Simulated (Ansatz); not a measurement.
Calculated with Ansatz (gas phase, PBE0-D4/def2-TZVP geometries, no zero-point term in ΔE). CCSD(T)/CBS is the MP2 limit (def2-TZVPP, def2-QZVPP) plus CCSD(T) − MP2 in def2-TZVPP, frozen cores. Functionals use def2-TZVPP. B3LYP here is the variant with VWN-RPA as its local correlation; programs differ in this. HSE06 is defined as in plane-wave codes. Each species was taken in one conformer, which may not be the lowest.

Reaction (isomerisation): `CCCCC(C)O` → `CCC(C)(O)CC`

Q: Is it downhill or uphill in electronic energy at CCSD(T)/CBS, and by how much? (Best estimate.)

A: Computed: Downhill: ΔE = -3.3 kcal/mol.

Q: What do these levels give: PBE-D4, BLYP-D4, r2SCAN-D4, B3LYP-D4, HSE06-D4, CAM-B3LYP-D4, ωB97M-V, LC-ωPBE, CCSD(T)/def2-SVP, MP2/def2-TZVPP, HF/CBS(def2), MP2/CBS(def2)? (Estimate.)

A: Computed: PBE-D4 -2.3, BLYP-D4 -2.5, r2SCAN-D4 -3.1, B3LYP-D4 -2.4, HSE06-D4 -2.2, CAM-B3LYP-D4 -2.5, ωB97M-V -3.3, LC-ωPBE -1.8, CCSD(T)/def2-SVP -3.4, MP2/def2-TZVPP -4.0, HF/CBS(def2) 0.4, MP2/CBS(def2) -4.0 kcal/mol.

Largest T1 diagnostic among the species: 0.009.

In def2-TZVPP, CCSD(T) changes the Hartree–Fock value by −3.7 kcal/mol (the triples alone add −0.6 kcal/mol) and MP2 by −4.4 kcal/mol. From BLYP to BHLYP (50 % exact exchange), in def2-TZVPP and without D4, ΔE moves by −1.1 kcal/mol.
